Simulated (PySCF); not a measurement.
Species: C5H4F (charge +1).
Structure used (PBE0-D3(BJ)/def2-SVP), in Å, numbered top down from 1:
```xyz
10
C5H4F angstrom
C     -0.1408    1.8628    0.0414
C     -0.7599    0.6956   -0.2325
C     -0.0719   -0.5336   -0.0549
C     -0.0756   -1.9301   -0.1313
C      1.0277   -1.2862    0.2967
F      2.2156   -1.3293    0.7189
H      0.8919    1.8989    0.4029
H     -0.6591    2.8168   -0.0918
H     -1.7901    0.6512   -0.5945
H     -0.6288   -2.8398   -0.3767
```

Method used: TDDFT CAM-B3LYP/def2-SVPD, vertical, gas phase, core orbitals frozen in the response (PySCF 2.14.0, density-fitted response routines).

Transition dipole moments from the ground state, in atomic units and in the frame of the coordinates above (overall signs are arbitrary), for the states with f of 0.002 or more among the lowest 9:

```tsv
state	E (eV)	μx	μy	μz
S1	5.821	0.162	-1.907	-0.039
S3	6.845	-0.201	0.002	-0.073
S7	8.415	-0.037	-0.006	0.105
S9	8.892	-0.108	0.266	-0.025
```

Task: What oscillator strength does each state have?

Result: f = (2/3) ΔE |μ|² with ΔE in hartree (27.2114 eV).

```
state  |μ|² (au)  |μ| (D)      f
   S1      3.664     4.86  0.522
   S3      0.046     0.54  0.008
   S7      0.012     0.28  0.003
   S9      0.083     0.73  0.018
```

Task: What is the point group, and which symmetry does each of these states have?

Result: Cs. Polarised normal to the mirror plane, so A″: S7. Polarised in the mirror plane, so A′: S1, S3 and S9.

Task: Which bond between heavy atoms lies closest to the direction of the S1 transition dipole?

Result: C3–C4, at 5° from it; next C2–C3 at 26°.

Task: What angle do the transition dipoles of S1 and S9 make?

Result: |cos θ| = |μa·μb| / (|μa| |μb|) = 0.95, so θ ≈ 18° (taken between 0 and 90°, since the signs are arbitrary).

Task: What peak molar absorption coefficient would the strongest computed level give as a lone Gaussian band 0.5 eV wide at half height?

Result: ε(max) = 2.175×10⁸ f / FWHM, with the width in cm⁻¹. S1: 2.175×10⁸ × 0.5224 / 4033 ≈ 28000 L mol⁻¹ cm⁻¹.

The vertical ionisation energy (ΔSCF) is 16.04 eV, 7.15 eV above S9.

One conformer stands for the species.
